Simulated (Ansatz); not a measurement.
Stepwise reaction of `[OH][Mg][OH]` with hydrogen, as a gas-phase model of exchange steps in deposition or etching. ΔE in kJ/mol; ΔG adds harmonic PBE0-D4 terms to CCSD(T)/CBS, at 1 bar.

Isolated molecules relaxed with PBE0-D4/def2-TZVP in Ansatz; ΔE leaves out vibrations. CCSD(T)/CBS adds triple-zeta CCSD(T) − MP2 to the extrapolated MP2 energy (def2 sets, frozen cores). This one scheme is used for every species. DFT in def2-TZVPP. B3LYP here is the variant with VWN-RPA as its local correlation; programs differ in this. For Mg outer-core shells are correlated without core-valence functions, which leaves a few kJ/mol of doubt a bond. Each species was taken in one conformer, which may not be the lowest.

| step | reaction | PBE-D4 | B3LYP-D4 | ωB97M-V | CCSD(T)/CBS | ΔG(400 K) |
| --- | --- | --- | --- | --- | --- | --- |
| 1 | `[OH][Mg][OH]` + H₂ → `[OH][MgH]` + H₂O | 86.2 | 92.1 | 88.5 | 95.6 | 100.9 |

(1) Give the row of step 2, `[OH][MgH]` + H₂ → `[MgH2]` + H₂O. (An estimate is asked.)

(2) By hand: ΔE of the 2 steps together at CCSD(T)/CBS.

## Answers

(1) Ansatz gave: 
```json
{"step": "2", "reaction": "`[OH][MgH]` + H₂ → `[MgH2]` + H₂O", "PBE-D4": "97.0", "B3LYP-D4": "102.7", "ωB97M-V": "101.2", "CCSD(T)/CBS": "108.2", "ΔG(400 K)": "115.4"}
```

(2) (95.6) + (108.2) = 203.8 kJ/mol, or 101.9 kJ/mol a step.

In ΔE each step is higher than the one before. All are uphill at CCSD(T)/CBS. ΔG lies between 100.9 and 115.4 kJ/mol a step. PBE-D4 differs from CCSD(T)/CBS by -11.2 to -9.4 kJ/mol a step. Isolated molecules leave out the surface, adducts and barriers. Largest T1 diagnostic: 0.011.
